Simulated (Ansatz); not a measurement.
# Relative stability

Two relaxed structures of CH$_{3}$S (charge -1), singlet (PBE0-D4/def2-TZVPD; forces vanish, vibrations not checked).

A:

| atom | x (Å) | y (Å) | z (Å) |
| --- | --- | --- | --- |
| C1 | -0.2122 | -0.6313 | 0.1021 |
| S2 | 0.6613 | 0.6980 | 0.4044 |
| H3 | -1.2622 | -0.4431 | -0.1762 |
| H4 | 0.1332 | 1.7249 | 1.3134 |
| H5 | 0.6433 | 1.8136 | -0.5520 |

B:

```
5
angstrom
C -0.1803 -0.5888 -0.1705
S 0.2664 1.0215 0.4374
H -1.2667 -0.7042 -0.0748
H 0.3238 -1.3422 0.4466
H 0.8568 1.6136 -0.6387
```

Ansatz 0.2.0; basis: def2-TZVPPD; cores frozen in the correlated methods. B3LYP uses VWN-RPA correlation.

(1) Which structure is lower at CCSD(T), and by how much? (To be estimated.)

The T1 diagnostic stays at or below 0.024.

Results:

(1) Computed: B, by 276.1 kJ/mol (electronic energy, against the other). By their contacts, A is CH₃S ([CH][SH2]), total charge -1 and B is CH₃S ([CH2][SH]), total charge -1.

All methods give the same order:

```csv
method,E(B) − E(A) (kJ/mol)
PBE-D4,-240.0
r2SCAN-D4,-252.6
PBE0-D4,-267.4
B3LYP-D4,-264.9
wB97M-V,-289.7
HF,-335.4
MP2,-274.4
CCSD,-290.4
CCSD(T),-276.1
```

Labels in which every atom is bracketed show which atoms are joined, not bond orders.

For scale, one of the runs: CCSD(T)/def2-TZVPPD, 139 basis functions, launched by `ansatz run in.yaml --threads 2 --pin off --events-out ev --progress --plain --max-ram 4352MiB`. The run took 12 s on 2 CPU threads of an Arm Neoverse V1 (shared host), with 0.73 GiB of host memory at its peak.
